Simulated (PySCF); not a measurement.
**Removing an electron from 1,3-propanediol**

Species: 1,3-propanediol, C3H8O2.
Structure used (PBE0-D3(BJ)/def2-SVP), in Å, numbered top down from 1:
```xyz
13
C3H8O2 angstrom
O     -1.5765    1.0541    0.5177
C     -1.2356   -0.2991    0.5514
C     -0.2208   -0.6825   -0.5187
C      1.1579   -0.1070   -0.2676
O      1.0601    1.3039   -0.2178
H     -0.7441    1.5366    0.4060
H     -0.8360   -0.6046    1.5452
H     -2.1632   -0.8774    0.4039
H     -0.1312   -1.7801   -0.5780
H     -0.5902   -0.3307   -1.4971
H      1.5497   -0.5054    0.6899
H      1.8548   -0.4253   -1.0668
H      1.9043    1.6701    0.0625
```

Level: CAM-B3LYP/def2-SVPD (PySCF). Frontier orbitals with their largest atomic shares (Löwdin; up to four atoms above 4 %):

```json
{"orbital": "HOMO−3", "ε (eV)": "-11.67", "main atoms": "O1 26 %, C3 21 %, O5 14 %, C4 14 %"}
{"orbital": "HOMO−2", "ε (eV)": "-10.49", "main atoms": "O5 28 %, O1 16 %, C4 14 %, C3 11 %"}
{"orbital": "HOMO−1", "ε (eV)": "-9.71", "main atoms": "O5 36 %, O1 17 %, C4 14 %, H12 8 %"}
{"orbital": "HOMO", "ε (eV)": "-8.95", "main atoms": "?"}
{"orbital": "LUMO", "ε (eV)": "0.85", "main atoms": "O5 34 %, H13 19 %, C4 16 %, H11 7 %"}
{"orbital": "LUMO+1", "ε (eV)": "1.69", "main atoms": "H9 15 %, C3 13 %, O5 13 %, H12 9 %"}
{"orbital": "LUMO+2", "ε (eV)": "2.12", "main atoms": "O5 16 %, C2 16 %, H12 13 %, H7 13 %"}
```

Question: What vertical ionisation energy does ΔSCF give, and how far is −ε(HOMO) from it?

Answer: ΔSCF: 10.09 eV (974 kJ/mol; threshold wavelength 123 nm); ⟨S²⟩ of the doublet left behind is 0.755, against 0.75 for a pure doublet. −ε(HOMO) is 8.95 eV, 1.14 eV below it. For the exact functional −ε(HOMO) would equal the first vertical ionisation energy; CAM-B3LYP (range-separated hybrid) falls short of its own ΔSCF value by 11 %. Holes in the HOMO−1 and HOMO−2 were tried too where these lie within 1.2 eV of the HOMO; the lowest converged state counts.

Question: On which atoms does the HOMO lie?

Answer: O1 (alcohol oxygen) 63 %, C2 (carbinol carbon (C–OH)) 15 %, H7 (methylene hydrogen) 9 %, C3 (chain CH2 carbon) 7 %, so more than half of it is on one atom. The HOMO−1 lies 0.76 eV lower.

Question: What kinetic energy would electrons from this vertical process carry with He II light (40.814 eV)?

Answer: 40.81 − 10.09 = 30.72 eV.

Question: What total energies stand behind the ΔSCF value?

Answer: E(N) = -269.27542 Eh and E(N − 1) = -268.90457 Eh at the same geometry, 0.37085 Eh apart.

Question: How many of the 10 lowest singlet excitations (vertical TDDFT, same level) lie below the ionisation energy?

Answer: All 10; they run from 7.07 to 8.93 eV.

Question: Shift the occupied levels rigidly so that −ε(HOMO) equals the ΔSCF value. What binding energies result?

Answer: The shift is +1.14 eV: HOMO 10.09, HOMO−1 10.85, HOMO−2 11.63, HOMO−3 12.81 eV. A rigid shift is only a rough guide to the deeper ionisations.

Geometry: PBE0-D3(BJ)/def2-SVP, one conformer, isolated molecule.
